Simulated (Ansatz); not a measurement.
## Which method gave which barrier?

Saddle point of SiNH7S, singlet (SiNH₅ ([NH2][SiH3]) + H₂S → SiNH₅S ([NH2][SiH2][SH]) + H₂; bonds formed: Si1–S7, H2–H6; bonds broken: Si1–H2, H6–S7), PBE0-D4/def2-TZVP structure:

```csv
atom,x (Å),y (Å),z (Å)
Si1,-0.5529,-0.1340,-0.0078
H2,0.8312,-1.0066,-0.4064
H3,-1.4007,-1.1340,-0.7033
H4,-1.3648,1.1088,0.1563
N5,-0.0496,-0.2792,1.6158
H6,0.8619,-0.3677,-1.2688
S7,0.3270,0.8263,-2.1619
H8,0.5910,-0.9728,1.9619
H9,-0.4252,0.3202,2.3324
H10,1.1820,1.6390,-1.5183
```

Computed with Ansatz 0.2.0 (basis: def2-TZVPP, with def2-QZVPP for the basis limit); correlated methods freeze the cores. B3LYP uses VWN-RPA correlation. Extrapolation: Hartree–Fock as exp(−7.88 √X), correlation as X^−2.97. Four methods, as single points on the PBE0-D4 structures, gave these electronic barriers from the start structure: 1.375, 1.801, 1.951, 2.739 eV.

Task: The methods were, in alphabetical order, B3LYP-D4, CCSD(T), HF, PBE-D4. Which gave which? (A judgement: the text doesn't fix the answer.)

Result: Computed: PBE-D4 1.375; B3LYP-D4 1.801; CCSD(T) 1.951; HF 2.739 eV. For comparison, CCSD(T) at an estimated basis limit (MP2 extrapolated from triple and quadruple zeta, plus CCSD(T) − MP2 in triple zeta) gives 1.886 eV.

No T1 diagnostic of these runs exceeds 0.013.

Labels in which every atom is bracketed show which atoms are joined, not bond orders.

For scale, one of the runs: CCSD(T)/def2-TZVPP, 213 basis functions (an equivalent command: `ansatz run in.yaml --threads 4`). Time: 32 s of wall clock on 4 CPU threads; the host was shared. Peak host memory: 2.8 GiB.
